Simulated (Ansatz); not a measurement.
Species: SiO, charge 1, doublet. SiO+ (parent SMILES [O+]#[Si-], doublet).
B3LYP-D3(BJ)/def2-TZVP minimum from Ansatz (a quantum-chemistry and plane-wave program):
```
Si
O 1 1.5229
```
Charge +1, spin multiplicity 2.

Total energies in aug-cc-pV(T+d)Z, 9 correlated electrons, 6 frozen orbitals. Radicals and triplets start from unrestricted determinants; spin-orbit coupling is neglected. Cores are frozen in correlated methods. No relativity. The UHF reference of OSi+ (parent SMILES [O+]#[Si-], doublet) is spin-contaminated (<S^2> up to 0.05 over the pure value in the sets run). The determinant of OSi+ (parent SMILES [O+]#[Si-], doublet) is a saddle point of the SCF energy; a lower one exists, which strains HF and MP2.

```
method    program  energy (Eh)  minus CCSDT(Q) (mEh)
--------  -------  -----------  --------------------
HF         Ansatz   -363.46304                325.35
MP2        Ansatz   -363.74083                 47.55
CCSD       Ansatz   -363.76812                 20.26
CCSD(T)    Ansatz   -363.78384                  4.54
CCSDT(Q)   Ansatz   -363.78838                  0.00
```

Rough core times of Ansatz's runs on a shared machine: CCSD(T) 3 min, CCSDT(Q) 20 min.
